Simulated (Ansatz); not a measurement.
Ansatz (a quantum-chemistry and plane-wave program) input (B3LYP-D3(BJ)/def2-TZVP):

Ansatz 0.2 input:
```yaml
crystal:
  periodic: [false, false, false]
  atoms:
    - {symbol: C, position_ang: [0.00459725, -0.00249754, 0.33487939]}
    - {symbol: C, position_ang: [0.02158522, -0.01172655, 1.57233990]}
    - {symbol: C, position_ang: [-0.01550427, 0.00842296, -1.12938267]}
    - {symbol: H, position_ang: [-0.01786863, 1.02668686, -1.54815061]}
    - {symbol: H, position_ang: [0.85593006, -0.49887077, -1.57152384]}
    - {symbol: H, position_ang: [-0.90213069, -0.49300933, -1.54734531]}
basis:
  gaussian:
    orbitals: def2-TZVP
hamiltonian:
  xc: b3lyp
  dispersion: d3bj
total_charge: -1
phonons: {temperatures: {t_min: 298.15, t_max: 298.15, t_step: 100}}
```

Output:

```
Functional definition: B3LYP
integrals: 0.02 GiB planned
672 factors; their error is unknown
mean field: 0.28 GiB planned
mean field evaluation 1: about -3154.2886 eV, gradient 4.0e1 eV
mean field evaluation 2: about -3128.6411 eV, gradient 8.8e1 eV
mean field evaluation 4: about -3158.4229 eV, gradient 1.1e1 eV
mean field evaluation 8: about -3158.6882 eV, gradient 1.1e-1 eV
mean field evaluation 16: about -3158.6852 eV, gradient 1.0e-4 eV
mean field -3158.68519032 eV, -116.0795397106 hartree, gradient 2.3e-5 eV, S^2 0.000000; 0 other end points of the search recorded, 0 dependent functions left out
the calculation of the forces begins
reference -3158.68540216 eV, -116.0795474957 hartree; 11, 11 occupied and 100, 100 virtual orbitals, 672 factors
these checks for a lower state are left out or cut short: stability, starts, cluster_reference, orbital_swaps, neighbouring_geometries, increment
integrals: 0.02 GiB planned
672 factors; their error is unknown
mean field: 0.28 GiB planned
mean field -3158.68483266 eV, -116.0795265668 hartree, gradient 1.2e-6 eV, S^2 0.000000; 0 other end points of the search recorded, 0 dependent functions left out
the calculation of the forces begins
reference -3158.68504455 eV, -116.0795343538 hartree; 11, 11 occupied and 100, 100 virtual orbitals, 672 factors
these checks for a lower state are left out or cut short: stability, starts, cluster_reference, orbital_swaps, neighbouring_geometries, increment
integrals: 0.02 GiB planned
672 factors; their error is unknown
mean field: 0.28 GiB planned
mean field evaluation 32: about -3158.6848 eV, gradient 5.9e-3 eV
mean field -3158.68481227 eV, -116.0795258175 hartree, gradient 1.2e-6 eV, S^2 0.000000; 0 other end points of the search recorded, 0 dependent functions left out
the calculation of the forces begins
reference -3158.68502406 eV, -116.0795336006 hartree; 11, 11 occupied and 100, 100 virtual orbitals, 672 factors
these checks for a lower state are left out or cut short: stability, starts, cluster_reference, orbital_swaps, neighbouring_geometries, increment
integrals: 0.02 GiB planned
672 factors; their error is unknown
mean field: 0.28 GiB planned
mean field -3158.68517011 eV, -116.0795389679 hartree, gradient 1.2e-6 eV, S^2 0.000000; 0 other end points of the search recorded, 0 dependent functions left out
the calculation of the forces begins
reference -3158.68538197 eV, -116.0795467534 hartree; 11, 11 occupied and 100, 100 virtual orbitals, 672 factors
these checks for a lower state are left out or cut short: stability, starts, cluster_reference, orbital_swaps, neighbouring_geometries, increment
integrals: 0.02 GiB planned
672 factors; their error is unknown
mean field: 0.28 GiB planned
mean field -3158.68517011 eV, -116.0795389679 hartree, gradient 1.2e-6 eV, S^2 0.000000; 0 other end points of the search recorded, 0 dependent functions left out
the calculation of the forces begins
reference -3158.68538195 eV, -116.0795467527 hartree; 11, 11 occupied and 100, 100 virtual orbitals, 672 factors
these checks for a lower state are left out or cut short: stability, starts, cluster_reference, orbital_swaps, neighbouring_geometries, increment
integrals: 0.02 GiB planned
672 factors; their error is unknown
mean field: 0.28 GiB planned
mean field -3158.68498381 eV, -116.0795321214 hartree, gradient 1.2e-6 eV, S^2 0.000000; 0 other end points of the search recorded, 0 dependent functions left out
the calculation of the forces begins
reference -3158.68519574 eV, -116.0795399097 hartree; 11, 11 occupied and 100, 100 virtual orbitals, 672 factors
these checks for a lower state are left out or cut short: stability, starts, cluster_reference, orbital_swaps, neighbouring_geometries, increment
integrals: 0.02 GiB planned
[...]
mean field -3158.68518795 eV, -116.0795396234 hartree, gradient 1.2e-6 eV, S^2 0.000000; 0 other end points of the search recorded, 0 dependent functions left out
the calculation of the forces begins
reference -3158.68539981 eV, -116.0795474091 hartree; 11, 11 occupied and 100, 100 virtual orbitals, 672 factors
these checks for a lower state are left out or cut short: stability, starts, cluster_reference, orbital_swaps, neighbouring_geometries, increment
integrals: 0.02 GiB planned
672 factors; their error is unknown
mean field: 0.28 GiB planned
mean field -3158.68502789 eV, -116.0795337415 hartree, gradient 1.2e-6 eV, S^2 0.000000; 0 other end points of the search recorded, 0 dependent functions left out
the calculation of the forces begins
reference -3158.68523958 eV, -116.0795415210 hartree; 11, 11 occupied and 100, 100 virtual orbitals, 672 factors
these checks for a lower state are left out or cut short: stability, starts, cluster_reference, orbital_swaps, neighbouring_geometries, increment
integrals: 0.02 GiB planned
672 factors; their error is unknown
mean field: 0.28 GiB planned
mean field -3158.68506449 eV, -116.0795350865 hartree, gradient 1.2e-6 eV, S^2 0.000000; 0 other end points of the search recorded, 0 dependent functions left out
the calculation of the forces begins
reference -3158.68527648 eV, -116.0795428770 hartree; 11, 11 occupied and 100, 100 virtual orbitals, 672 factors
these checks for a lower state are left out or cut short: stability, starts, cluster_reference, orbital_swaps, neighbouring_geometries, increment
integrals: 0.02 GiB planned
672 factors; their error is unknown
mean field: 0.28 GiB planned
mean field evaluation 96: about -3158.6874 eV, gradient 4.3e-1 eV
mean field -3158.68504203 eV, -116.0795342609 hartree, gradient 1.2e-6 eV, S^2 0.000000; 0 other end points of the search recorded, 0 dependent functions left out
the calculation of the forces begins
reference -3158.68525389 eV, -116.0795420466 hartree; 11, 11 occupied and 100, 100 virtual orbitals, 672 factors
these checks for a lower state are left out or cut short: stability, starts, cluster_reference, orbital_swaps, neighbouring_geometries, increment
integrals: 0.02 GiB planned
672 factors; their error is unknown
mean field: 0.28 GiB planned
mean field -3158.68504119 eV, -116.0795342300 hartree, gradient 1.2e-6 eV, S^2 0.000000; 0 other end points of the search recorded, 0 dependent functions left out
the calculation of the forces begins
reference -3158.68525301 eV, -116.0795420144 hartree; 11, 11 occupied and 100, 100 virtual orbitals, 672 factors
these checks for a lower state are left out or cut short: stability, starts, cluster_reference, orbital_swaps, neighbouring_geometries, increment
integrals: 0.02 GiB planned
672 factors; their error is unknown
mean field: 0.28 GiB planned
mean field -3158.68514861 eV, -116.0795381778 hartree, gradient 1.2e-6 eV, S^2 0.000000; 0 other end points of the search recorded, 0 dependent functions left out
the calculation of the forces begins
reference -3158.68536044 eV, -116.0795459624 hartree; 11, 11 occupied and 100, 100 virtual orbitals, 672 factors
these checks for a lower state are left out or cut short: stability, starts, cluster_reference, orbital_swaps, neighbouring_geometries, increment
integrals: 0.02 GiB planned
672 factors; their error is unknown
mean field: 0.28 GiB planned
mean field -3158.68518191 eV, -116.0795394015 hartree, gradient 1.2e-6 eV, S^2 0.000000; 0 other end points of the search recorded, 0 dependent functions left out
the calculation of the forces begins
reference -3158.68539377 eV, -116.0795471871 hartree; 11, 11 occupied and 100, 100 virtual orbitals, 672 factors
these checks for a lower state are left out or cut short: stability, starts, cluster_reference, orbital_swaps, neighbouring_geometries, increment
integrals: 0.02 GiB planned
672 factors; their error is unknown
mean field: 0.28 GiB planned
mean field evaluation 128: about -3158.6850 eV, gradient 3.7e-1 eV
mean field -3158.68514747 eV, -116.0795381359 hartree, gradient 1.2e-6 eV, S^2 0.000000; 0 other end points of the search recorded, 0 dependent functions left out
the calculation of the forces begins
reference -3158.68535933 eV, -116.0795459215 hartree; 11, 11 occupied and 100, 100 virtual orbitals, 672 factors
these checks for a lower state are left out or cut short: stability, starts, cluster_reference, orbital_swaps, neighbouring_geometries, increment
integrals: 0.02 GiB planned
672 factors; their error is unknown
mean field: 0.28 GiB planned
mean field -3158.68513667 eV, -116.0795377391 hartree, gradient 1.2e-6 eV, S^2 0.000000; 0 other end points of the search recorded, 0 dependent functions left out
the calculation of the forces begins
reference -3158.68534850 eV, -116.0795455237 hartree; 11, 11 occupied and 100, 100 virtual orbitals, 672 factors
these checks for a lower state are left out or cut short: stability, starts, cluster_reference, orbital_swaps, neighbouring_geometries, increment
integrals: 0.02 GiB planned
672 factors; their error is unknown
mean field: 0.28 GiB planned
mean field -3158.68513221 eV, -116.0795375749 hartree, gradient 1.2e-6 eV, S^2 0.000000; 0 other end points of the search recorded, 0 dependent functions left out
the calculation of the forces begins
reference -3158.68534405 eV, -116.0795453600 hartree; 11, 11 occupied and 100, 100 virtual orbitals, 672 factors
these checks for a lower state are left out or cut short: stability, starts, cluster_reference, orbital_swaps, neighbouring_geometries, increment
integrals: 0.02 GiB planned
672 factors; their error is unknown
mean field: 0.28 GiB planned
mean field -3158.68511949 eV, -116.0795371076 hartree, gradient 1.2e-6 eV, S^2 0.000000; 0 other end points of the search recorded, 0 dependent functions left out
the calculation of the forces begins
reference -3158.68533133 eV, -116.0795448927 hartree; 11, 11 occupied and 100, 100 virtual orbitals, 672 factors
these checks for a lower state are left out or cut short: stability, starts, cluster_reference, orbital_swaps, neighbouring_geometries, increment
integrals: 0.02 GiB planned
672 factors; their error is unknown
mean field: 0.28 GiB planned
mean field evaluation 160: about -3158.6852 eV, gradient 1.2e-6 eV
mean field -3158.68515589 eV, -116.0795384451 hartree, gradient 1.2e-6 eV, S^2 0.000000; 0 other end points of the search recorded, 0 dependent functions left out
the calculation of the forces begins
reference -3158.68536771 eV, -116.0795462296 hartree; 11, 11 occupied and 100, 100 virtual orbitals, 672 factors
these checks for a lower state are left out or cut short: stability, starts, cluster_reference, orbital_swaps, neighbouring_geometries, increment
integrals: 0.02 GiB planned
672 factors; their error is unknown
mean field: 0.28 GiB planned
mean field -3158.68516315 eV, -116.0795387120 hartree, gradient 1.2e-6 eV, S^2 0.000000; 0 other end points of the search recorded, 0 dependent functions left out
the calculation of the forces begins
reference -3158.68537501 eV, -116.0795464978 hartree; 11, 11 occupied and 100, 100 virtual orbitals, 672 factors
these checks for a lower state are left out or cut short: stability, starts, cluster_reference, orbital_swaps, neighbouring_geometries, increment
integrals: 0.02 GiB planned
672 factors; their error is unknown
mean field: 0.28 GiB planned
mean field -3158.68514721 eV, -116.0795381264 hartree, gradient 1.2e-6 eV, S^2 0.000000; 0 other end points of the search recorded, 0 dependent functions left out
the calculation of the forces begins
reference -3158.68535907 eV, -116.0795459119 hartree; 11, 11 occupied and 100, 100 virtual orbitals, 672 factors
these checks for a lower state are left out or cut short: stability, starts, cluster_reference, orbital_swaps, neighbouring_geometries, increment
integrals: 0.02 GiB planned
672 factors; their error is unknown
mean field: 0.28 GiB planned
mean field -3158.68518087 eV, -116.0795393633 hartree, gradient 1.2e-6 eV, S^2 0.000000; 0 other end points of the search recorded, 0 dependent functions left out
the calculation of the forces begins
reference -3158.68539270 eV, -116.0795471480 hartree; 11, 11 occupied and 100, 100 virtual orbitals, 672 factors
Total energy: -3158.82806211 eV, -116.0847901519 hartree
Atom 0 at     0.004597    -0.002498     0.334879 Å, force     0.000010     0.000028     0.000724 eV/Å
Atom 1 at     0.021585    -0.011727     1.572340 Å, force    -0.000022    -0.000010    -0.001586 eV/Å
Atom 2 at    -0.015504     0.008423    -1.129383 Å, force     0.000005     0.000018     0.000349 eV/Å
Atom 3 at    -0.017869     1.026687    -1.548151 Å, force     0.000004     0.000404     0.000176 eV/Å
Atom 4 at     0.855930    -0.498871    -1.571524 Å, force     0.000353    -0.000221     0.000164 eV/Å
Atom 5 at    -0.902131    -0.493009    -1.547345 Å, force    -0.000350    -0.000219     0.000173 eV/Å
Dipole moment:    -0.019881     0.010799    -1.448173 e Å
Vibrations: 287.00 287.03 921.32 1041.57 1041.59 1395.58 1477.89 1477.89 2078.33 2924.11 2935.45 2935.47 cm⁻¹, zero-point energy 1.165651 eV
```

It need not be the lowest isomer of its formula. Whether it binds its extra electron was not tested at this geometry.
